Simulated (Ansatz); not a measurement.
# HO: a ladder of basis sets

Program: Ansatz's Python interface.

Notebook, run cell by cell (the value of a cell's last expression is shown):

**Cell 1**
```python
import ansatz as az
```

**Cell 2**
```python
config = {
    "method": "ccsd_t",
}
```

**Cell 3**
```python
GEOMETRY = """
O     0.41177   -0.13183    0.21243
H    -0.41177    0.13183   -0.21243
"""

geometry = az.Crystal.molecule()
for line in GEOMETRY.strip().splitlines():
    symbol, *xyz = line.split()
    geometry = geometry.atom(symbol, [float(v) for v in xyz])
```

**Cell 4**
```python
calculation = (
    geometry.calculation()
    .correlation(config["method"])
    .spin("collinear", total=1)
)
```

**Cell 5**
```python
energies = {}
for basis in ["cc-pVDZ", "cc-pVTZ", "cc-pVQZ"]:
    data = calculation.basis(gaussian=basis).run(threads=1).report
    size = data["n_frozen"] + data["n_occupied"][0] + data["n_virtual"][0]
    energies[basis] = (data["reference_energy_ev"] / 27.211386246, data["free_energy_ev"] / 27.211386246)
    print(f"{basis:14s} {size:4d} orbitals  reference {energies[basis][0]:14.6f} Ha  total {energies[basis][1]:14.6f} Ha")
```
Output:
```text
cc-pVDZ          19 orbitals  reference     -75.393954 Ha  total     -75.559117 Ha
cc-pVTZ          44 orbitals  reference     -75.419452 Ha  total     -75.637670 Ha
cc-pVQZ          85 orbitals  reference     -75.426091 Ha  total     -75.661599 Ha
```

**Cell 6**
```python
small, large = (energies[b][1] - energies[b][0] for b in ("cc-pVTZ", "cc-pVQZ"))
limit = (4 ** 3 * large - 3 ** 3 * small) / (4 ** 3 - 3 ** 3)
print(f"correlation energy: {small:.6f} and {large:.6f} Ha, extrapolated {limit:.6f} Ha")
print(f"share caught by the larger set: {100 * large / limit:.1f} %")
```
Output:
```text
correlation energy: -0.218218 and -0.235508 Ha, extrapolated -0.248125 Ha
share caught by the larger set: 94.9 %
```

Against cc-pVDZ: cc-pVTZ -78.6 mHa and cc-pVQZ -102.5 mHa. The last step alone is -23.93 mHa.

The drop along the ladder measures the basis error, and is no property of the molecule. The geometry is a force-field or estimated start, not a minimum of this method, and the last set is no limit. Much of the fall in a total is atomic energy, which cancels in bond and reaction energies. The species is open-shell (spin multiplicity 2). Inner cores stay frozen, so this is valence correlation. An extrapolation from small basis sets is rough. Hardware and time: 4.2 s on 1 thread of Arm Neoverse V1, with other jobs on the host, peak memory 0.39 GiB.

(Lines on the test bed's own set-up are left out of the output.)
